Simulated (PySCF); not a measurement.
Species: difluorophosphane, F2HP.
Z-matrix (Å and degrees, PBE0-D3(BJ)/def2-SVP geometry), rows numbered from 1:
```
F 
P   1  1.6093
F   2  1.6096  1   99.36
H   2  1.4420  1   95.64  3    96.67
```

Method: PySCF 2.14.0, PBE0-D3(BJ)/def2-SVP geometry optimisation, gas phase.

Take the most abundant isotopes and a rigid rotor. 

**Question.** Give the principal moments of inertia and the rotational constants in GHz.

**Answer.** Ia = 21.15, Ib = 59.16, Ic = 76.42 u·Å²; 505379 MHz·u·Å²/I gives 23896, 8543 and 6613 MHz, that is A = 23.896, B = 8.5429, C = 6.6134 GHz.

**Question.** What kind of rotor is it?

**Answer.** An asymmetric top: κ = (2 × 8543 − 23896 − 6613)/(23896 − 6613) = -0.78.

**Question.** Is it planar, by Δ = Ic − Ia − Ib?

**Answer.** Not planar: Δ = Ic − Ia − Ib = -3.89 u·Å². For a rigid frame Δ = −2 Σ m c², so Σ m c² = 1.94 u·Å² lies off the ab plane: 1.84 from hydrogen and 0.11 from heavier atoms. The atom farthest from that plane is 1.35 Å away.

**Question.** Give the coordinates in the principal-axis frame, origin at the centre of mass.

**Answer.** The sense of each axis is arbitrary; atoms in the order of the calculation.
```json
{"atom": "F1", "mass (u)": "18.998", "a (Å)": "1.227", "b (Å)": "0.480", "c (Å)": "-0.011"}
{"atom": "P2", "mass (u)": "30.974", "a (Å)": "0.000", "b (Å)": "-0.560", "c (Å)": "0.057"}
{"atom": "F3", "mass (u)": "18.998", "a (Å)": "-1.227", "b (Å)": "0.479", "c (Å)": "-0.011"}
{"atom": "H4", "mass (u)": "1.008", "a (Å)": "0.000", "b (Å)": "-0.871", "c (Å)": "-1.351"}
```

**Question.** Predict some low-J microwave lines.

**Answer.** The dipole components are |μa| = 0.00 D, |μb| = 1.49 D, |μc| = 0.50 D; the mirror of this Cs structure is the bc plane, so μa vanishes by symmetry and there are no a-type lines. Intensities carry the squares of the components, which stand as 1.00 : 0.11 (b : c). Some lines, for components of 0.1 D or more:

```csv
type,branch,"J(Ka,Kc)",MHz,lower level (cm⁻¹)
b,R,"3(1,2) ← 2(2,1)",2191,3.694
c,Q,"1(1,1) ← 1(0,1)",15353,0.506
b,Q,"1(1,0) ← 1(0,1)",17283,0.506
b,R,"4(1,3) ← 3(2,2)",20835,5.211
b,Q,"3(1,2) ← 3(0,3)",22839,3.005
b,Q,"4(1,3) ← 4(0,4)",27959,4.973
b,R,"3(0,3) ← 2(1,2)",31200,1.964
c,Q,"5(2,4) ← 5(1,4)",35305,8.566
b,R,"5(1,4) ← 4(2,3)",40098,7.228
b,Q,"2(2,0) ← 2(1,1)",46231,2.158
b,Q,"2(2,1) ← 2(1,2)",51849,1.964
b,R,"5(0,5) ← 4(1,4)",63979,5.264
c,Q,"5(3,3) ← 5(2,3)",77468,9.929
b,R,"5(1,5) ← 4(0,4)",79034,4.973
c,Q,"3(3,1) ← 3(2,1)",80849,5.239
c,R,"4(1,3) ← 3(0,3)",86953,3.005
b,R,"4(2,3) ← 3(1,2)",103770,3.767
c,R,"5(1,4) ← 4(0,4)",107714,4.973
c,Q,"5(4,2) ← 5(3,2)",113567,12.521
b,R,"3(3,1) ← 2(2,0)",126992,3.700
c,R,"3(3,1) ← 2(2,1)",127162,3.694
c,R,"5(2,4) ← 4(1,4)",134289,5.264
c,R,"4(3,2) ← 3(2,2)",142633,5.211
c,R,"5(3,3) ← 4(2,3)",158416,7.228
b,R,"5(3,2) ← 4(2,3)",158678,7.228
b,R,"5(5,1) ← 4(4,0)",222673,13.769
c,R,"5(5,0) ← 4(4,0)",222673,13.769
b,R,"5(5,0) ← 4(4,1)",222673,13.769
```

Whether it is a minimum is left open (no frequencies). No vibrational averaging or centrifugal distortion is included, and the geometry carries the error of its method.
